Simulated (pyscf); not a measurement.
One four-centre exchange on the singlet surface with elements of a group swapped. CCSD(T)/def2-TZVPP + ΔMP2(QZVPP), eV, from the separated reactants. Single points on ωB97X-D3(BJ)/def2-SVP structures (PySCF, gas phase). MP2 and CC: frozen core, UHF for open shells. ΔMP2 is the change of the MP2 total energy from the triple- to the quadruple-zeta basis.

```json
[
 {"step": "H₂B–F + H₂O -> H₂B–OH + HF", "barrier": "?", "reaction energy": "?", "imaginary mode (i cm⁻¹)": "914"},
 {"step": "H₂B–Cl + H₂O -> H₂B–OH + HCl", "barrier": "0.32", "reaction energy": "-0.48", "imaginary mode (i cm⁻¹)": "1120"}
]
```

Task: Complete the blanks.

Result: 
- H₂B–F + H₂O -> H₂B–OH + HF, barrier: 0.57
- H₂B–F + H₂O -> H₂B–OH + HF, reaction energy: 0.00

Row 1: On the reactant side the descent ends in an adduct with a B–O contact, 0.46 eV under the separated species and 0.95 eV under the saddle at ωB97X-D3(BJ)/def2-TZVP. On the product side the descent ends in a complex (not fully relaxed), 0.31 eV under the separated species and 0.78 eV under the saddle at ωB97X-D3(BJ)/def2-TZVP. Row 2: On the reactant side the descent ends in an adduct with a B–O contact, 0.63 eV under the separated species and 0.86 eV under the saddle at ωB97X-D3(BJ)/def2-TZVP. On the product side the descent ends in a complex, 0.20 eV under the separated species and 0.92 eV under the saddle at ωB97X-D3(BJ)/def2-TZVP. Each row is the saddle that its search found. The CCSD(T) − MP2 part came from Ansatz, without density fitting, on the same reference.
